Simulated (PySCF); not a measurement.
Species: C5H9F.
SMILES: `C(=C/C)/[C@H](C)F`

Torsions of this conformer, `[CH3:1]/[CH:2]=[CH:3]\[C@H:4]([CH3:5])[F:6]`: C2–C3–C4–C5 -85°.

The closed-shell ground state was solved at several levels (PySCF, density fitting, gas phase, non-relativistic). The structure is a single GFN2-xTB conformer in the gas phase; no vibrational or solvent corrections.

```json
{"level": "CAM-B3LYP/def2-SVPD", "basis functions": "195", "HOMO (eV)": "-8.71", "LUMO (eV)": "1.20", "gap (eV)": "9.91", "dipole (D)": "2.35"}
{"level": "PBE0/pcSseg-1", "basis functions": "147", "HOMO (eV)": "-7.34", "LUMO (eV)": "0.33", "gap (eV)": "7.67", "dipole (D)": "2.24"}
```

(1) Estimate the row for B3LYP/pcJ-1, a basis of 252 functions; the other rows only guide the guess.

(2) Over all these levels, which gives the widest orbital gap and which the narrowest?

(3) How far do the dipole and the HOMO energy spread over the levels?

Answers

(1) HOMO -7.10 eV, LUMO 0.11 eV, gap 7.21 eV, dipole 2.20 D.

(2) CAM-B3LYP/def2-SVPD (range-separated hybrid) has the widest, 9.91 eV, and B3LYP/pcJ-1 (global hybrid, 20 % exact exchange) the narrowest, 7.21 eV. Functional and basis both differ between the two, so the spread mixes both effects.

(3) The dipole runs from 2.20 to 2.35 D (mean 2.26 D) and the HOMO from -8.71 to -7.10 eV.
